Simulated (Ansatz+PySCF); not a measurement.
The numbers below are computed, except where a source is named.
A run of PySCF 2.14.0 on doublet H₂S(+) at this shape:

```xyz
3

S     0.0000   -0.6025    0.0000
H     0.0000    0.3012    0.9539
H     0.0000    0.3012   -0.9539
```

Its results:

* Converged: yes
* Reference energy: -398.37622 hartree
* Correlation energy: -0.14898 hartree
* Total energy: -398.52520 hartree
* Spin squared of the determinant: 0.766

(1) Which input gives this output? Name the method, the orbitals and the basis set, and write the input.

Results:

(1) UHF-MP2 in cc-pVTZ on H; cc-pV(T+d)Z on S.

```python
from pyscf import gto, scf, mp

# the (T+d) and (D+d) sets load through basis_set_exchange
mol = gto.M(atom="""
S 0.000000 -0.602450 0.000000
H 0.000000 0.301230 0.953860
H 0.000000 0.301230 -0.953860
""", basis={'H': 'cc-pvtz', 'S': 'cc-pv(t+d)z'}, charge=1, spin=1)
mf = scf.UHF(mol)
mf.kernel()
pt = mp.MP2(mf, frozen=5).run()
print(mf.e_tot, pt.e_corr, pt.e_tot)
```
